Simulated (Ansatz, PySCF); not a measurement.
This PySCF input computes a CAM-B3LYP/def2-TZVPD energy:

```python
from pyscf import gto, scf, dft

mol = gto.M(
    atom='''
    Si   -0.00000000   -0.00000000   -1.13393692
    Si    0.00000000    0.00000000    1.13393692
    ''',
    basis='def2-tzvpd',
    charge=0,
    spin=2,
    symmetry='D2h',
    verbose=4,
)

mf = dft.UKS(mol, xc='camb3lyp').density_fit(auxbasis='def2-universal-jkfit')
mf.grids.level = 3
mf.conv_tol = 1e-9
mf.max_cycle = 100
mf.max_memory = 1500
mf.kernel()
if not mf.converged:
    mf = mf.newton()
    mf.kernel(mf.make_rdm1())
mf.analyze()
```

### Question
Write an input for the same energy in Ansatz (a quantum-chemistry and plane-wave program) and say what it gives.

### Answer

Ansatz 0.2 input:
```yaml
crystal:
  periodic: [false, false, false]
  atoms:
    - {symbol: Si, position_ang: [-0.00000000, -0.00000000, -1.13393692]}
    - {symbol: Si, position_ang: [0.00000000, 0.00000000, 1.13393692]}
basis:
  gaussian:
    orbitals: def2-TZVPD
hamiltonian:
  xc: {name: CAM-B3LYP}
magnetization: {spin_polarized: true, initial_magnetization: 2}
output: {forces: true}
```
It gives -578.86877 Eh, and PySCF -578.86880 Eh, a difference of 0.03 mEh, from the treatment of integrals and grids.
